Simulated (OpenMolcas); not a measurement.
**BPH4 (SMILES BP): the energy, rung by rung**

The species is BPH4 (6 atoms), meant as a singlet with charge 0. SMILES: `BP`. The shape is that of a GFN2-xTB optimisation.

```xyz
6

B     0.0027   -0.8680    0.1189
P     0.3787    0.9288    0.2596
H    -0.7775   -1.3512    0.8429
H     0.6592   -1.5409   -0.5759
H     0.5991    1.3191   -1.0437
H    -0.8623    1.5122    0.3982
```

Quantity: the energy change with the B1–H3 bond stretched from 1.169 to 2.046 Å, in eV. The values are calculated.

```json
{"level": "HF/STO-3G (restricted)", "kind": "Hartree–Fock", "program": "OpenMolcas", "value (eV)": "5.28", "less FCI/STO-3G": "+1.54", "CPU time (all runs)": "2.9 s"}
{"level": "SVWN5/STO-3G (restricted)", "kind": "LDA", "program": "OpenMolcas", "value (eV)": "4.07", "less FCI/STO-3G": "+0.33", "CPU time (all runs)": "8.3 s"}
{"level": "PBE/STO-3G (restricted)", "kind": "GGA", "program": "OpenMolcas", "value (eV)": "3.92", "less FCI/STO-3G": "+0.18", "CPU time (all runs)": "9.2 s"}
{"level": "PBE0/STO-3G (restricted)", "kind": "global hybrid", "program": "OpenMolcas", "value (eV)": "4.34", "less FCI/STO-3G": "+0.60", "CPU time (all runs)": "8.8 s"}
{"level": "B2PLYP/STO-3G (restricted)", "kind": "double hybrid", "program": "OpenMolcas", "value (eV)": "4.31", "less FCI/STO-3G": "+0.57", "CPU time (all runs)": "8.4 s"}
{"level": "MP2/STO-3G (restricted)", "kind": "perturbation theory", "program": "OpenMolcas", "value (eV)": "4.41", "less FCI/STO-3G": "+0.67", "CPU time (all runs)": "3.1 s"}
{"level": "CCSD(T)/STO-3G (restricted)", "kind": "coupled cluster or CI", "program": "OpenMolcas", "value (eV)": "3.75", "less FCI/STO-3G": "+0.01", "CPU time (all runs)": "4.1 s"}
{"level": "CISD/STO-3G (restricted)", "kind": "coupled cluster or CI", "program": "OpenMolcas", "value (eV)": "4.01", "less FCI/STO-3G": "+0.27", "CPU time (all runs)": "3.3 s"}
{"level": "FCI/STO-3G", "kind": "exact in the basis", "program": "OpenMolcas", "value (eV)": "3.74", "less FCI/STO-3G": "0.00", "CPU time (all runs)": "1.8 min"}
```

FCI/STO-3G is exact within its basis and frozen core, so for wave-function methods in that basis the difference is their error; functionals converge differently with the basis, so for them it is only a difference. Spin-restricted single references rise too steeply as a bond breaks, Hartree–Fock most of all. The first shape isn't each level's own minimum. The values span 3.74 to 5.28 eV. All rows use very small basis sets, so even the best lies far from the true value. CPU times are rough (shared hosts, several kinds of processor): they show what a rung costs within a factor of a few.
